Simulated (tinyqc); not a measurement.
CIS and TDHF on RHF in the sto-3g basis, for LiH, spin multiplicity 1, step by step. One step of it, computed by the program tinyqc.

Question. CIS matrix, triplets. A(ia,jb) = (e_a - e_i) d_ij d_ab - (ij|ab).

orbital energies (hartree): MO1 -2.360846, MO2 -0.250979, MO3 0.073427, MO4 0.162194, MO5 0.162194, MO6 0.435393

Two-electron integrals over orbitals (pq|rs), unique and non-zero (hartree):
```
(11|11) 1.659143    (21|11) -0.100274   (21|21) 0.010573    (22|11) 0.326786
(22|21) 0.003473    (22|22) 0.460935    (31|11) -0.141069   (31|21) 0.010608
(31|22) -0.012276   (31|31) 0.021985    (32|11) 0.023206    (32|21) -0.002676
(32|22) -0.056100   (32|31) -0.000089   (32|32) 0.018438    (33|11) 0.392874
(33|21) -0.009302   (33|22) 0.214987    (33|31) 0.001171    (33|32) 0.012621
(33|33) 0.331867    (41|41) 0.009811    (42|41) 0.007284    (42|42) 0.021651
(43|41) 0.010344    (43|42) 0.019914    (43|43) 0.041337    (44|11) 0.396338
(44|21) -0.003732   (44|22) 0.251703    (44|31) -0.005051   (44|32) 0.011021
(44|33) 0.280531    (44|44) 0.312946    (51|51) 0.009811    (52|51) 0.007284
(52|52) 0.021651    (53|51) 0.010344    (53|52) 0.019914    (53|53) 0.041337
(54|54) 0.016869    (55|11) 0.396338    (55|21) -0.003732   (55|22) 0.251703
(55|31) -0.005051   (55|32) 0.011021    (55|33) 0.280531    (55|44) 0.279207
(55|55) 0.312946    (61|11) 0.068254    (61|21) -0.009396   (61|22) -0.007597
(61|31) -0.004315   (61|32) 0.002578    (61|33) 0.011727    (61|44) 0.001449
(61|55) 0.001449    (61|61) 0.010761    (62|11) -0.072657   (62|21) 0.002094
(62|22) 0.111687    (62|31) 0.003521    (62|32) -0.040987   (62|33) -0.018330
(62|44) -0.032374   (62|55) -0.032374   (62|61) 0.000540    (62|62) 0.128909
(63|11) 0.021134    (63|21) -0.002443   (63|22) -0.055316   (63|31) 0.004066
(63|32) 0.014646    (63|33) 0.036327    (63|44) 0.006207    (63|55) 0.006207
(63|61) 0.004386    (63|62) -0.036848   (63|63) 0.029114    (64|41) -0.006022
(64|42) -0.018903   (64|43) -0.012566   (64|64) 0.019568    (65|51) -0.006022
(65|52) -0.018903   (65|53) -0.012566   (65|65) 0.019568    (66|11) 0.355995
(66|21) 0.001201    (66|22) 0.433029    (66|31) -0.011007   (66|32) -0.047754
(66|33) 0.239016    (66|44) 0.261366    (66|55) 0.261366    (66|61) -0.004852
(66|62) 0.108223    (66|63) -0.045877   (66|66) 0.430830
```

Give: CIS matrix A, triplet.

Answer.

CIS matrix A, triplet (hartree), order 1>3, 1>4, 1>5, 1>6, 2>3, 2>4, 2>5, 2>6:
$$\begin{pmatrix}
2.041 & 0.000 & 0.000 & -0.021 & 0.009 & 0.000 & 0.000 & 0.002 \\
0.000 & 2.127 & 0.000 & 0.000 & 0.000 & 0.004 & 0.000 & 0.000 \\
0.000 & 0.000 & 2.127 & 0.000 & 0.000 & 0.000 & 0.004 & 0.000 \\
-0.021 & 0.000 & 0.000 & 2.440 & 0.002 & 0.000 & 0.000 & -0.001 \\
0.009 & 0.000 & 0.000 & 0.002 & 0.109 & 0.000 & 0.000 & 0.055 \\
0.000 & 0.004 & 0.000 & 0.000 & 0.000 & 0.161 & 0.000 & 0.000 \\
0.000 & 0.000 & 0.004 & 0.000 & 0.000 & 0.000 & 0.161 & 0.000 \\
0.002 & 0.000 & 0.000 & -0.001 & 0.055 & 0.000 & 0.000 & 0.253
\end{pmatrix}$$
